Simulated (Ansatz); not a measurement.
# Al₂H₃O− (SMILES [O-][AlH][AlH2]): one structure at several levels

An exercise on one series of results from a longer session: the logs are not shown, and one member is left open.

Computed with Ansatz 0.2.0, Gaussian basis. Level: single points in def2-TZVPPD.

Correlated methods freeze the cores. B3LYP uses VWN-RPA correlation.

## Where the work starts

SMILES `[O-][AlH][AlH2]`, 6 atoms, charge -1, spin multiplicity 1.

Atoms are counted from 1 here; the program's logs count them from 0.

Bond lengths: O1–Al2 1.570 Å, Al2–Al3 2.533 Å, Al2–H4 1.683 Å, Al3–H5 1.632 Å, Al3–H6 1.619 Å. Angles: O1–Al2–Al3 146.5°, O1–Al2–H4 130.6°, Al3–Al2–H4 82.9°, Al2–Al3–H5 116.4°, Al2–Al3–H6 140.0°, H5–Al3–H6 103.6°.

Coordinates:

```xyz
6
Al2H3O
O    -1.2792   -2.3888    1.0895
Al   -0.6329   -1.2544    0.2175
Al    0.4585    1.0317    0.1986
H    -0.3700   -1.1642   -1.4426
H     0.9199    1.6040   -1.2580
H     0.9324    2.1877    1.2289
```

The first run:

run/in.yaml reads:

```yaml
crystal:
  periodic: [false, false, false]
  atoms:
    - {symbol: O, position_ang: [-1.279200, -2.388800, 1.089500]}
    - {symbol: Al, position_ang: [-0.632900, -1.254400, 0.217500]}
    - {symbol: Al, position_ang: [0.458500, 1.031700, 0.198600]}
    - {symbol: H, position_ang: [-0.370000, -1.164200, -1.442600]}
    - {symbol: H, position_ang: [0.919900, 1.604000, -1.258000]}
    - {symbol: H, position_ang: [0.932400, 2.187700, 1.228900]}
basis:
  gaussian: {orbitals: "def2-TZVPPD.json"}
total_charge: -1
correlation: {method: ccsd_t}
output: {forces: true}
```

The basis file named in the input lies beside it (Basis Set Exchange, JSON).

The command line of these runs was not kept.

Steps of the session up to this table: CCSD(T)/def2-TZVPPD; PBE0-D4/def2-TZVPPD; wB97M-V/def2-TZVPPD; r2SCAN-D4/def2-TZVPPD; PBE-D4/def2-TZVPPD; B3LYP-D4/def2-TZVPPD; r2SCAN0-D4/def2-TZVPPD.

One table of the session follows, with a row left open; its other results are not shown here.

```
    method  RMS force component (eV/Å)  angle to CCSD(T) forces (°)
   CCSD(T)                       1.171                    reference
   PBE0-D4                       0.983                          2.1
   wB97M-V                       1.000                          2.9
 r2SCAN-D4                       1.077                          1.9
    PBE-D4                           ?                            ?
  B3LYP-D4                       1.048                          1.9
r2SCAN0-D4                       0.905                          4.4
```

**Question.** Estimate the row for PBE-D4.

The run gave: RMS force component (eV/Å): 1.224; angle to CCSD(T) forces (°): 5.7. In the column «RMS force component (eV/Å)» it is the highest.
